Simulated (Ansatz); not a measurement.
Relaxation of H3OSSi (6 atoms, charge -1, multiplicity 1), to a largest force component of 0.015 eV/Å in at most 40 steps.

Theory: RKS PBE-D4/def2-TZVP (Ansatz 0.2.0).

```xyz
6
Properties=species:S:1:pos:R:3:forces:R:3
O -1.200 -1.561 -0.342 -0.49 -1.06 -0.14
S 0.444 -1.240 0.111 0.15 0.05 0.04
Si 0.221 0.919 0.060 -0.87 -0.23 -0.25
H -1.579 -0.666 -0.444 0.03 0.49 0.00
H 1.378 1.280 -0.788 0.75 0.38 -0.38
H 0.737 1.268 1.403 0.43 0.38 0.73
```

Q: Where does it end, and by what steps?

A: The forces met the threshold. Limits of this set-up: an anion without diffuse functions, the dipole of an ion depends on the origin. After 7 steps the energy has fallen by 0.103 eV; H6 moved furthest, 0.10 Å.

```csv
step,energy less start (eV),largest force component (eV/Å),accepted
0,0.0000,1.063,yes
1,-0.0430,0.703,yes
2,-0.0892,0.512,yes
3,-0.0973,0.292,yes
4,-0.1023,0.120,yes
5,-0.1030,0.065,yes
6,-0.1033,0.020,yes
7,-0.1033,0.007,yes
```

```xyz
6
Properties=species:S:1:pos:R:3
O -1.254 -1.636 -0.360
S 0.406 -1.246 0.107
Si 0.214 0.940 0.064
H -1.617 -0.723 -0.462
H 1.441 1.337 -0.778
H 0.810 1.328 1.430
```

Whether the end is a true minimum wasn't checked by a vibrational analysis.

Time of the run: 14 s on 2 threads of Intel(R) Xeon(R) Platinum 8488C (Sapphire Rapids), on a shared host, peak memory 0.21 GiB.
